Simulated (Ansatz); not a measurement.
# One shape, several levels: N2 (nitrogen)

We compute a comparison of 6 runs (UHF/STO-3G, B3LYP/STO-3G, CAM-B3LYP/STO-3G, UPBE0/STO-3G, revPBE/STO-3G, CCSD(T)/STO-3G) of N2 (nitrogen). 

Program for the calculation: Ansatz 0.2.0.

29 further runs of the same task are left out: 15 that didn't finish, 14 set aside as unsound or not needed.

## (1) The structure to begin with

The species is N2 (2 atoms), meant as a singlet with charge 0. SMILES: `N#N`. The N2–N1 distance was set to 1.362 Å, away from the relaxed value.

Bond lengths: N1–N2 1.362 Å.

## (2) A single-point energy at UHF/STO-3G (run 1)

The input, input.yaml:

```yaml
crystal:
  periodic: [false, false, false]
  atoms:
    - {symbol: N, position_ang: [0.698209, -0.225437, 0.359679]}
    - {symbol: "N", position_ang: [-0.465500, 0.150300, -0.239800]}
basis:
  gaussian:
    orbitals: STO-3G
magnetization:
  spin_polarized: true
  initial_magnetization: 0
hamiltonian:
  xc: hf
accuracy: high
```

The run is started by

```console
$ ansatz run input.yaml --threads 1 --pin off --max-ram 2610MiB --events-out events.jsonl --progress --plain --runs-dir runs
```

The log of the run:

```text
Warning: RAYON_NUM_THREADS=1 ignored (pool sized by the plan → 1); use --threads N
Functional definition: HF
  name "HF"
  exchange = exact_x
  correlation = 0
149 factors; integrals over basis functions are off by at most 1.1e-8 eV
mean field evaluation 1: about -2922.1907 eV, gradient 1.7e0 eV
mean field evaluation 2: about -2922.1853 eV, gradient 1.6e0 eV
mean field evaluation 4: about -2922.1878 eV, gradient 1.3e-1 eV
mean field evaluation 8: about -2922.1879 eV, gradient 1.7e-8 eV
mean field evaluation 16: about -2924.4944 eV, gradient 3.3e0 eV
mean field evaluation 32: about -2922.8605 eV, gradient 9.5e0 eV
mean field -2924.77969490 eV, -107.4836713006 hartree, gradient 2.4e-8 eV, S^2 1.405605; 4 other end points of the search recorded, 0 dependent functions left out
reference -2924.77969490 eV, -107.4836713006 hartree; 7, 7 occupied and 3, 3 virtual orbitals, 149 factors
Total energy: -2924.77969490 eV, -107.4836713006 hartree
```

Run time: 0.08 s. Hardware: 1 thread of Intel Xeon Platinum 8375C at 2.90GHz (Ice Lake), shared host.

## (3) A single-point energy at B3LYP/STO-3G (run 2)

The input, run.yaml:

```yaml
crystal:
  periodic: [false, false, false]
  atoms:
    - {symbol: "N", position_ang: [0.698209, -0.225437, 0.359679]}
    - {symbol: "N", position_ang: [-0.465500, 0.150300, -0.239800]}
basis:
  gaussian: {orbitals: STO-3G}
accuracy: high
hamiltonian: {xc: {name: B3LYP}}
```

The run is started by

```console
$ ansatz run run.yaml --threads 1 --pin off --max-ram 2610MiB --events-out events.jsonl --progress --plain --runs-dir runs
```

The log of the run:

```text
Warning: RAYON_NUM_THREADS=1 ignored (pool sized by the plan → 1); use --threads N
Functional definition: B3LYP
  name "B3LYP"
  parameter a0 = 0.2
  parameter ax = 0.72
  parameter ac = 0.81
  exchange = (1 - a0 - ax)*slater_x + ax*b88_x + a0*exact_x
  correlation = (1 - ac)*vwn_rpa_c + ac*lyp_c
149 factors; integrals over basis functions are off by at most 1.1e-8 eV
mean field evaluation 1: about -2938.9148 eV, gradient 4.1e0 eV
mean field evaluation 2: about -2938.9800 eV, gradient 3.4e-1 eV
mean field evaluation 4: about -2938.9179 eV, gradient 2.6e-1 eV
mean field evaluation 8: about -2938.9182 eV, gradient 9.6e-4 eV
mean field -2938.91824595 eV, -108.0032534684 hartree, gradient 2.2e-8 eV, S^2 0.000000; 0 other end points of the search recorded, 0 dependent functions left out
reference -2938.91826212 eV, -108.0032540624 hartree; 7, 7 occupied and 3, 3 virtual orbitals, 149 factors
Total energy: -2938.91826212 eV, -108.0032540624 hartree
```

Run time: 0.32 s. Hardware: 1 thread of Intel Xeon Platinum 8375C at 2.90GHz (Ice Lake), shared host.

Runs 3 to 5 aren't shown in full; the table further down has their settings and results.

## (4) The energy at CCSD(T)/STO-3G (run 6)

The input, in.yaml:

```yaml
crystal:
  periodic: [false, false, false]
  atoms:
    - {symbol: N, position_ang: [0.698209, -0.225437, 0.359679]}
    - {symbol: N, position_ang: [-0.465500, 0.150300, -0.239800]}
basis:
  gaussian:
    orbitals: STO-3G
correlation:
  method: ccsd_t
  frozen_orbitals: {"N": 1}
accuracy: high
scf:
  omitted_lower_state_checks: [cluster_reference, increment]
```

The run is started by

```console
$ ansatz run in.yaml --threads 1 --pin off --max-ram 2610MiB --events-out events.jsonl --progress --plain --runs-dir runs
```

The log of the run (excerpt; [...] marks lines left out):

```text
Warning: RAYON_NUM_THREADS=1 ignored (pool sized by the plan → 1); use --threads N
[... 2 set-up lines as earlier in the session ...]
[...]
149 factors; integrals over basis functions are off by at most 1.1e-8 eV
[...]
mean field -2922.18786750 eV, -107.3884234005 hartree, gradient 7.9e-9 eV, S^2 0.000000; 0 other end points of the search recorded, 0 dependent functions left out; unrestricted orbitals would lower it
2 core orbitals not correlated: weight in the atoms' cores, before any rotation towards them, 1.000 or more for the frozen orbitals, at most 0.000 for the correlated occupied ones
reference -2922.18786750 eV, -107.3884234005 hartree; 5, 5 occupied and 3, 3 virtual orbitals, 149 factors
second order -7.64049614 eV of doubles, -0.00000000 eV of singles
cycle   1  -5.70176649 eV  change     1.7e0 eV  update   1.3e-1
[...]
cycle  19  -6.50679520 eV  change   6.8e-10 eV  update  2.4e-10
perturbative correction -0.07302258 eV, -0.0026835304 hartree
WARN: these amplitudes may be one of several solutions (largest doubles amplitude 0.22, level shift 0.69 eV)
Total energy: -2928.76768529 eV, -107.6302272442 hartree
Checks for a lower state left out: cluster_reference, increment
```

Wall time 0.12 s (1 thread of Intel Xeon Platinum 8375C at 2.90GHz (Ice Lake), shared host).

## (5) All runs side by side

```csv
run,level,frozen core orbitals,energy (Eh),wall time
1,UHF/STO-3G,–,-107.483671,0.08 s
2,B3LYP/STO-3G,–,-108.003254,0.32 s
3,CAM-B3LYP/STO-3G,–,-107.941427,0.34 s
4,UPBE0/STO-3G,–,-107.895767,0.54 s
5,revPBE/STO-3G,–,-108.020242,0.26 s
6,CCSD(T)/STO-3G,2,-107.630227,0.12 s
```

## (6) Outcome

| quantity | value |
| --- | --- |
| run 6: total energy | -107.63023 Eh |
| run 6: correlation energy (2 core orbitals frozen) | -241.8 mEh |
| run 6: (T) correction | -2.68 mEh |
| run 6: T1 diagnostic | 0.006 |

**Reading.** Totals of different functionals can't be ranked against each other. In run 6 the log says that unrestricted orbitals would lower the reference, so the values rest on an unstable closed-shell determinant (other closed-shell runs at this shape may share the fault). In runs 1, 2, 3, 4, 5, 6 the basis is minimal, so the values are rough. Spin contamination of the reference: run 1 ⟨S²⟩ = 1.41. Where it is this large, the reference is a mixture of spin states, and values that rest on it are in doubt. All runs together took 1.7 s, the longest 0.54 s.
